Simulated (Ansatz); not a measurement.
## CH4BN, SMILES BC=N: a ladder of methods at one geometry, step by step

With the Python package of Ansatz (0.2.0).

Typed at the interpreter:
```pycon
>>> from dataclasses import dataclass
>>> import ansatz
>>> @dataclass
... class Settings:
...     basis: str = "def2-SVP"
...
>>> cfg = Settings()
>>> GEOMETRY = """
... B    -0.86000    0.30470   -0.60150
... C     0.32140    0.09440    0.30910
... N     0.84890   -1.05560    0.32220
... H    -1.26120   -0.50840   -1.29500
... H    -1.41750    1.40710   -0.65330
... H     0.70690    0.92010    0.92650
... H     1.72280   -1.23020    0.94620
... """
>>> molecule = ansatz.Crystal.molecule()
>>> for line in GEOMETRY.strip().splitlines():
...     symbol, *xyz = line.split()
...     molecule = molecule.atom(symbol, [float(v) for v in xyz])
...
>>> setup = molecule.calculation().basis(gaussian=cfg.basis)
>>> methods = ["mp2", "ccsd", "ccsd_t"]
>>> batch = ansatz.Session.batch([setup.correlation(m).input() for m in methods])
>>> reports = sorted(batch.plan().execute().molecular_reports, key=lambda each: each["member"])
>>> print(f"Hartree-Fock reference {reports[0]['reference_energy_ev'] / 27.211386246:.6f} Ha")
Hartree-Fock reference -119.175706 Ha
>>> best = reports[-1]["free_energy_ev"] - reports[-1]["reference_energy_ev"]
>>> for method, each in zip(methods, reports):
...     gained = each["free_energy_ev"] - each["reference_energy_ev"]
...     print(f"{method:8s} total {each['free_energy_ev'] / 27.211386246:.6f} Ha  correlation {gained:9.4f} eV  ({100 * gained / best:.1f} % of the last)")
...
mp2      total -119.552043 Ha  correlation  -10.2407 eV  (88.5 % of the last)
ccsd     total -119.587371 Ha  correlation  -11.2020 eV  (96.8 % of the last)
ccsd_t   total -119.600983 Ha  correlation  -11.5724 eV  (100.0 % of the last)
```

Total energies depend on the basis set; only differences at equal settings carry meaning. The geometry is a force-field or estimated start, not a minimum of this method, and the basis set is short of its limit. A lower total doesn't mark the better method: functionals have no common bound, and MP2 and coupled cluster aren't variational. Inner cores stay frozen, so this is valence correlation.
